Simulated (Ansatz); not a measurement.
## AlH₃S₂, SMILES [SH][AlH][SH]: a rigid torsion scan

Program: Ansatz 0.2.0, Python API.

The script, `alh3s2.py`:
```python
"""Rigid torsion scan of AlH3S2."""

import logging
import sys

import ansatz as az
from ase import Atoms

logging.basicConfig(stream=sys.stdout, format="%(name)s: %(message)s")
log = logging.getLogger("alh3s2")
log.setLevel(logging.INFO)

atoms = Atoms(["S", "Al", "S", "H", "H", "H"], positions=[
    (-1.2796, -1.2028, -1.1768),
    (0.4636, 0.0394, -0.5001),
    (1.3821, -0.3922, 1.4995),
    (-2.15, -0.2442, -0.5903),
    (1.0569, 1.1967, -1.442),
    (0.569, 0.539, 2.1635),
])

# start the scan from a relaxed geometry
first = (
    az.Crystal.molecule_from_ase(atoms).calculation()
    .basis(gaussian="cc-pVDZ")
    .functional("r2scan0")
    .relax(force_tolerance=0.02, max_steps=80)
)
atoms.positions = first.run(threads=1).report["positions_ang"]

start = atoms.get_dihedral(0, 1, 2, 5)
energies = {}
for turn in range(0, 360, 30):
    turned = atoms.copy()
    turned.set_dihedral(0, 1, 2, 5, start + turn, indices=[2, 5])
    setup = (
        az.Crystal.molecule_from_ase(turned).calculation()
        .basis(gaussian="cc-pVDZ")
        .functional("r2scan0")
    )
    energies[round((start + turn) % 360)] = setup.run(threads=1).report["free_energy_ev"]
floor = min(energies.values())
log.info("dihedral S0-Al1-S2-H5 (deg)   E - E(min) (kJ/mol)")
for angle, e in sorted(energies.items()):
    log.info(f"{angle:8d} {96.485332 * (e - floor):14.3f}  " + "#" * int(30 * (e - floor) / max(max(energies.values()) - floor, 1e-9)))
```

`python alh3s2.py` gives:
```text
alh3s2: dihedral S0-Al1-S2-H5 (deg)   E - E(min) (kJ/mol)
alh3s2:        0          0.000
alh3s2:       30          5.329  #######
alh3s2:       60         16.377  ######################
alh3s2:       90         21.926  ##############################
alh3s2:      120         16.199  ######################
alh3s2:      150          5.673  #######
alh3s2:      180          0.691
alh3s2:      210          5.685  #######
alh3s2:      240         16.212  ######################
alh3s2:      270         21.925  #############################
alh3s2:      300         16.362  ######################
alh3s2:      330          5.314  #######
```

The settings weren't tested for convergence. The scan is rigid and the energies are electronic, in a modest basis. With rigid groups the curve can differ much from the relaxed path, the start wasn't checked as a minimum of this torsion, and equivalent turns needn't return to the same energy. Hardware and time: 95 s on 1 thread of Arm Neoverse V2, with other jobs on the host, peak memory 0.23 GiB.
